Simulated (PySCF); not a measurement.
Core binding energy against partial charge

Compound: (CH3)2CHCH2F, C4H9F.
Structure used (PBE0-D3(BJ)/def2-SVP), in Å, numbered top down from 1:
```xyz
14
C4H9F angstrom
C     -0.3128    1.3620   -0.4115
C      0.0697    0.1228    0.3905
C     -1.0640   -0.8959    0.4308
C      1.3421   -0.5027   -0.1491
F      1.1580   -0.9298   -1.4455
H     -0.4977    1.0957   -1.4634
H      0.4877    2.1183   -0.3925
H     -1.2266    1.8274   -0.0127
H      0.3031    0.4320    1.4265
H     -1.2850   -1.2627   -0.5832
H     -1.9839   -0.4518    0.8400
H     -0.8029   -1.7663    1.0531
H      2.1719    0.2258   -0.1433
H      1.6396   -1.3748    0.4593
```

Binding energies: delta-SCF UKS SCAN, pcX-2 on the ionised atom, pcseg-1 elsewhere, spin-free X2C in PySCF. Charges: PBE0/pcSseg-1 ground-state density, for the ionised atom.

```json
{"atom": "C1", "environment": "methyl carbon", "C 1s (eV)": "290.59", "Mulliken (e)": "-0.241", "IAO (e)": "-0.413", "Hirshfeld (e)": "-0.118", "ESP (e)": "-0.494"}
{"atom": "C2", "environment": "sp3 CH carbon", "C 1s (eV)": "290.89", "Mulliken (e)": "-0.417", "IAO (e)": "-0.107", "Hirshfeld (e)": "-0.027", "ESP (e)": "+0.448"}
{"atom": "C4", "environment": "sp3 C–F carbon", "C 1s (eV)": "292.88", "Mulliken (e)": "+0.208", "IAO (e)": "+0.049", "Hirshfeld (e)": "+0.026", "ESP (e)": "-0.045"}
```

Question: How well does each charge scheme correlate with the binding energies over these sites?

Answer: Mulliken: r = 0.92, slope 3.5 eV per e; Hirshfeld: r = 0.85, slope 14.5 eV per e; IAO: r = 0.83, slope 4.4 eV per e; ESP: r = 0.10, slope 0.3 eV per e. Mulliken charges have the highest r, on only 3 points.

Question: The point-charge model writes a binding energy as kq + V + constant, with V the potential of the other atoms' charges at the site. What does it give with the ESP charges?

Answer: V = Σ 14.40 eV Å × q/r over all other atoms: +6.81 eV at C1, -6.04 eV at C2, +1.25 eV at C4. Fitting binding energy − V to q gives k = 13.9 eV per e and leaves an rms residual of 0.74 eV, against 1.01 eV for the fit on q alone. The model has no term for differences in relaxation between sites.

The structure is a single PBE0-D3(BJ)/def2-SVP conformer in the gas phase; no vibrational or solvent corrections.
